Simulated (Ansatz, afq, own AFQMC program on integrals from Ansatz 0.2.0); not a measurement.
Two steps: Ansatz 0.2.0 writes the Fock matrix and Cholesky factors of the valence space, and afq projects on them the lowest state that overlaps trial and start.

```yaml
crystal:
  periodic: [false, false, false]
  atoms:
    - {symbol: O, position_ang: [0.000000, 0.000000, 0.490274]}
    - {symbol: C, position_ang: [0.000000, 0.000000, -0.474726]}
    - {symbol: H, position_ang: [0.000000, -0.940035, -1.062712]}
    - {symbol: H, position_ang: [0.000000, 0.940035, -1.062712]}
basis:
  gaussian: {orbitals: cc-pVDZ}
magnetization: {spin_polarized: false}
correlation: {method: ccsd_t, electrons: outside_noble_gas, hamiltonian_folder: ham}
```

```sh
$ ansatz run in.yaml --threads 1 --pin off --events-out ev --progress --plain --max-ram 1382MiB
```

Options of the walk:

```
--method phaseless --trial cisd --walkers 60 --populations 1 --least-time 40 --time-step 0.005 --steps-per-block 50 --equilibration-blocks 28 --max-blocks 300 --target-error 0.00042 --factor-cut 1e-05 --seed 1048 --release-times 0.24,0.51,0.99,1.62,2.4 --release-step 0.03 --release-every 4 --taylor-order 6
```

Times are imaginary, in 1/Eh. The walk had a cap of 513 s.

Log:

```
orbitals 36  electrons 6 6  factors 286 of 344
reference energy -113.72871829 Eh
CCSD correlation -0.30862312 Eh in 8 cycles, weight of the determinant in the CISD state 0.9120
energy of the start -114.037341 Eh
 block  time / (1/Eh)  mean weight  energy / Eh
     1     0.250  1.0004  -114.034128
     2     0.500  0.9974  -114.038886
     3     0.750  1.0016  -114.041752
     4     1.000  0.9996  -114.041796
     5     1.250  0.9995  -114.047423
     8     2.000  1.0006  -114.040651
    13     3.250  1.0013  -114.045562
    31     7.750  0.9993  -114.043393
    49    12.250  1.0023  -114.045639
    67    16.750  1.0012  -114.045881
    85    21.250  0.9988  -114.046581
    97    24.250  0.9982  -114.058542
   103    25.750  1.0003  -114.042271
   121    30.250  0.9961  -114.044141
   139    34.750  0.9995  -114.038165
   157    39.250  1.0029  -114.045613
   175    43.750  0.9985  -114.046928
   193    48.250  0.9977  -114.042062
   211    52.750  0.9990  -114.048409
   229    57.250  0.9999  -114.052357
   247    61.750  1.0008  -114.040221
blocks merged  error / Eh  count
     1  0.000324  220
     2  0.000362  110
     4  0.000369  55
     8  0.000420  27
    16  0.000448  13
released: time / (1/Eh)  energy / Eh  error  mean overlap
  0.24  -114.044665  0.000416  0.9972
  0.51  -114.045724  0.000437  0.9866
  0.99  -114.045715  0.000503  0.9799
  1.62  -114.045464  0.000496  0.9718
  2.40  -114.046057  0.000716  0.9680
energy -114.044255 +/- 0.000420 Eh
(rows thinned)
```

The run passed its tests (sampling time, drift between the halves within three errors, error under three times the target), which doesn't prove that it has relaxed.

Against this walk (error 11.4 meV) on the same determinant: CCSD(T) 1.7 meV lower (within the noise), CCSDT(Q) 26.7 meV lower. The error is statistical and leaves out the bias of the constraint. Released to 2.40 1/Eh the energy lies 49 ± 23 meV (both errors) below the phaseless value, which shows part or all of the bias of the constraint, and CCSDT(Q) lies 22.3 meV above the released value.

Cautions: constraint bias not in the error.

The walk took 2.7 min on 1 thread of Arm Neoverse V1, with other jobs on the host. The log's last line is the phaseless energy.

CCSDT and higher add their correlation energy to the determinant of the CCSD(T) run, since their own runs factorise the integrals more tightly (a shift of under 2 meV). A walk keeps the symmetry of its determinant, which the program's search chose and which needn't be the lowest solution, so a lower state of the same spin and another symmetry isn't excluded.
